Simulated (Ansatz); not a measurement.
A calculation on antifluorite Mg2Ge returned lattice constant a 6.471 Å, bulk modulus 47.3 GPa, cohesive energy 2.29 eV/atom, formation enthalpy -0.267 eV/atom.

For reference: lattice constant a 6.385 Å (measured, temperature not stated, not corrected to a static lattice; as tabulated in Grosch, Range, J. Alloys Compd. 235, 250 (1996)); formation enthalpy -0.398 ± 0.006 eV/atom (measured, 298 K, copied from a table, unchecked, not corrected to a static lattice; as tabulated in Wang et al. (2021), doi:10.1038/s41598-021-94550-5).

### Question
Which level of theory produced these numbers?
(A) PBE0 (Ansatz, a first-principles code)
(B) rVV10 (Ansatz)
(C) revPBE (Ansatz)
(D) LC-ωPBE (Ansatz)

### Answer
C, revPBE (Ansatz)

The others give: rVV10 6.435 Å, 47.6 GPa, 2.54 eV/atom, -0.250 eV/atom; PBE0 6.377 Å, 55.1 GPa, 2.57 eV/atom, -0.330 eV/atom; LC-ωPBE 6.300 Å, 64.0 GPa, 2.69 eV/atom, -0.460 eV/atom.

Unless a cell is named, each level is at its own relaxed cell (LC-ωPBE 20.84, PBE0 21.61, revPBE 22.59, rVV10 22.21 Å³/atom).

Ansatz's density-functional and Hartree–Fock values are scalar-relativistic unless marked +SOC, with PAW data made under PBE.
